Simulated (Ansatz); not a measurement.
1T (CdI2-type) HfTe₂ was calculated with PBEsol (PAW; Ansatz, an electronic-structure program).

Run with plane-wave cutoff 520 eV, 18×18×8 k mesh (along the axes of the cell as run), Fermi–Dirac smearing 0.05 eV, scalar-relativistic PAW data made under PBE.

Cell (relaxed at this level):

```cif
data_HfTe2
_chemical_formula_sum 'Hf1 Te2'
_space_group_name_H-M_alt 'P-3m1'
_space_group_IT_number 164
_space_group_name_Hall '-P 3 2"'
_cell_length_a 3.87607
_cell_length_b 3.87607
_cell_length_c 6.62693
_cell_angle_alpha 90.000
_cell_angle_beta 90.000
_cell_angle_gamma 120.000
loop_
_atom_site_label
_atom_site_type_symbol
_atom_site_symmetry_multiplicity
_atom_site_Wyckoff_symbol
_atom_site_fract_x
_atom_site_fract_y
_atom_site_fract_z
_atom_site_occupancy
Hf1 Hf 1 a 0.00000 0.00000 0.00000 1
Te1 Te 2 d 0.33333 0.66667 0.26909 1
```

Question: Give the computed bulk modulus B0.

Answer: 
- bulk modulus B0: 25.1 GPa

The run finds no gap.

Note: the cell comes from a level without a dispersion term, which matters for the spacing of layers, chains or molecules; the relaxation could not lower the start's symmetry, so the cell can be a saddle point above a distorted one; the bulk modulus comes from volumes at which shape and atoms were relaxed.

Spin–orbit coupling is not included; it can open a gap where bands touch, and shift volumes and moduli.

The computed numbers hold no vibrational or temperature effects.

The result took around 26 core-minutes (rough).
